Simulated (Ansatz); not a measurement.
**C3H3S+ (SMILES CC1=[C+]S1): single points off equilibrium**

An exercise on one series of results from a longer session: the logs are not shown, and one member is left open.

Method: single points in def2-TZVPP; program: Ansatz 0.2.0, Gaussian basis.

Cores are frozen in the correlated methods.

## Where the work starts

SMILES `CC1=[C+]S1`, 7 atoms, charge 1, spin multiplicity 1.

Atoms are counted from 1 here; the program's logs count them from 0.

Bond lengths: C1–C2 1.318 Å, C1–H5 1.117 Å, C1–H6 1.021 Å, C1–H7 1.042 Å, C2–C3 1.512 Å, C2–S4 1.750 Å, C3–S4 1.785 Å. Angles: C2–C1–H5 109.8°, C2–C1–H6 114.1°, C2–C1–H7 112.2°, H5–C1–H6 103.2°, H5–C1–H7 105.2°, H6–C1–H7 111.6°, C1–C2–C3 140.9°, C1–C2–S4 151.1°, C3–C2–S4 65.9°, C2–C3–S4 63.5°, C2–S4–C3 50.6°.

Geometry (Å):

```tsv
atom	x (Å)	y (Å)	z (Å)
C1	-0.2689	0.7285	-0.0666
C2	0.0911	-0.5302	0.0842
C3	1.2673	-1.3687	0.5306
S4	-0.0267	-2.2202	-0.3559
H5	-0.4842	1.1818	0.9316
H6	0.4655	1.3310	-0.4419
H7	-1.1559	0.8225	-0.6058
```

The first run:

run/in.yaml reads:

```yaml
crystal:
  periodic: [false, false, false]
  atoms:
    - {symbol: C, position_ang: [-0.268900, 0.728500, -0.066600]}
    - {symbol: C, position_ang: [0.091100, -0.530200, 0.084200]}
    - {symbol: C, position_ang: [1.267300, -1.368700, 0.530600]}
    - {symbol: S, position_ang: [-0.026700, -2.220200, -0.355900]}
    - {symbol: H, position_ang: [-0.484200, 1.181800, 0.931600]}
    - {symbol: H, position_ang: [0.465500, 1.331000, -0.441900]}
    - {symbol: H, position_ang: [-1.155900, 0.822500, -0.605800]}
basis:
  gaussian: {orbitals: def2-TZVPP}
total_charge: 1
correlation: {method: ccsd_t}
output: {forces: true}
```

No record of the launch command was kept for these runs.

Steps of the session up to this table: CCSD(T)/def2-TZVPP; PBE0-D4/def2-TZVPP; wB97M-V/def2-TZVPP; r2SCAN-D4/def2-TZVPP; PBE-D4/def2-TZVPP; r2SCAN0-D4/def2-TZVPP; HSE06-D4/def2-TZVPP.

One table of the session follows, with a row left open; its other results are not shown here.

| method | RMS force component (eV/Å) | angle to CCSD(T) forces (°) |
| --- | --- | --- |
| CCSD(T) | 2.709 | reference |
| PBE0-D4 | 2.631 | 7.1 |
| wB97M-V | 2.731 | 6.3 |
| r2SCAN-D4 | 2.510 | 6.0 |
| PBE-D4 | 2.419 | 6.8 |
| r2SCAN0-D4 | 2.687 | 8.1 |
| HSE06-D4 | ? | ? |

**Question.** Estimate the row for HSE06-D4.

**Answer.** RMS force component (eV/Å): 2.621; angle to CCSD(T) forces (°): 7.0. In the column «RMS force component (eV/Å)» it lies between r2SCAN-D4 (2.510) and PBE0-D4 (2.631).
